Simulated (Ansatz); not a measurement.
# HS₂ radical (SMILES [S]S): one structure at several levels

Aim: energy, forces and dipole at a structure displaced at random from a GFN2-xTB minimum, from CCSD(T) and from density functionals.

Program: Ansatz 0.2.0, Gaussian basis. Level of theory: single points in def2-TZVPP. These are calculated values, not measurements.

Cores are frozen in the correlated methods. Orbitals are unrestricted.

**1. The starting structure**

3 atoms, charge 0, spin multiplicity 2.

Atoms are counted from 1 here; the program's logs count them from 0.

Bond lengths: S1–S2 2.031 Å, S2–H3 1.370 Å. Angles: S1–S2–H3 97.9°.

Coordinates:

```xyz
3

S     1.0406    0.8195    0.6982
S     0.0119   -0.7624   -0.0543
H    -1.0249   -0.0637   -0.6134
```

**2. CCSD(T)/def2-TZVPP**

File run/in.yaml:

```yaml
crystal:
  periodic: [false, false, false]
  atoms:
    - {symbol: S, position_ang: [1.040600, 0.819500, 0.698200]}
    - {symbol: S, position_ang: [0.011900, -0.762400, -0.054300]}
    - {symbol: H, position_ang: [-1.024900, -0.063700, -0.613400]}
basis:
  gaussian: {orbitals: def2-TZVPP}
magnetization: {spin_polarized: true, initial_magnetization: 1}
correlation: {method: ccsd_t}
scf: {omitted_lower_state_checks: [cluster_reference]}
output: {forces: true}
```

The command line of these runs was not kept.

**3. PBE0-D4/def2-TZVPP**

Edit run/in.yaml of step 2 so:

```diff
@@ -9,4 +9,3 @@
 magnetization: {spin_polarized: true, initial_magnetization: 1}
-correlation: {method: ccsd_t}
-scf: {omitted_lower_state_checks: [cluster_reference]}
-output: {forces: true}
+hamiltonian: {xc: pbe0, dispersion: d4}
+output: {forces: true, orbitals: {seedname: orbitals}}
```

**4. wB97M-V/def2-TZVPP**

Edit run/in.yaml of step 3 so:

```diff
@@ -9,3 +9,3 @@
 magnetization: {spin_polarized: true, initial_magnetization: 1}
-hamiltonian: {xc: pbe0, dispersion: d4}
-output: {forces: true, orbitals: {seedname: orbitals}}
+hamiltonian: {xc: {name: wB97M-V}}
+output: {forces: true}
```

**5. r2SCAN-D4/def2-TZVPP**

Edit run/in.yaml of step 4 so:

```diff
@@ -9,3 +9,3 @@
 magnetization: {spin_polarized: true, initial_magnetization: 1}
-hamiltonian: {xc: {name: wB97M-V}}
+hamiltonian: {xc: r2scan, dispersion: d4}
 output: {forces: true}
```

**6. PBE-D4/def2-TZVPP**

Edit run/in.yaml of step 5 so:

```diff
@@ -9,3 +9,3 @@
 magnetization: {spin_polarized: true, initial_magnetization: 1}
-hamiltonian: {xc: r2scan, dispersion: d4}
+hamiltonian: {xc: pbe, dispersion: d4}
 output: {forces: true}
```

**7. SPW92/def2-TZVPP**

Edit run/in.yaml of step 6 so:

```diff
@@ -9,3 +9,3 @@
 magnetization: {spin_polarized: true, initial_magnetization: 1}
-hamiltonian: {xc: pbe, dispersion: d4}
+hamiltonian: {xc: lda}
 output: {forces: true}
```

**8. revPBE-D4/def2-TZVPP**

Edit run/in.yaml of step 7 so:

```diff
@@ -9,3 +9,3 @@
 magnetization: {spin_polarized: true, initial_magnetization: 1}
-hamiltonian: {xc: lda}
+hamiltonian: {xc: {name: revPBE}, dispersion: d4}
 output: {forces: true}
```

(Steps that only read results are left out.)

**Question.** What will these runs give? Wanted: energy less free atoms, CCSD(T)/def2-TZVPP; RMS force component; RMS force error; HOMO and LUMO, PBE0-D4; T1 diagnostic.

The runs gave:

```
                                  quantity                                                                                           value
energy less free atoms, CCSD(T)/def2-TZVPP                                                                                 -153.8 kcal/mol
                       RMS force component                                                            0.433 to 0.696 eV/Å over the methods
                           RMS force error  PBE0-D4 0.222, wB97M-V 0.173, r2SCAN-D4 0.176, PBE-D4 0.221, SPW92 0.328, revPBE-D4 0.223 eV/Å
                    HOMO and LUMO, PBE0-D4                                                                              -7.14 and -3.78 eV
                             T1 diagnostic                                                                                           0.027
```

Against CCSD(T) the functionals' energies less atoms differ by -47.6 to -11.7 kcal/mol, PBE-D4 by -20.0 kcal/mol. CCSD(T) in triple zeta still lacks some correlation energy of the bonds, so part of these gaps is its own basis error and they don't rank the functionals. For forces wB97M-V does best and SPW92 worst. Frozen-core CCSD(T) forces in triple zeta carry basis errors of their own, and this is one geometry, so small gaps rank nothing.
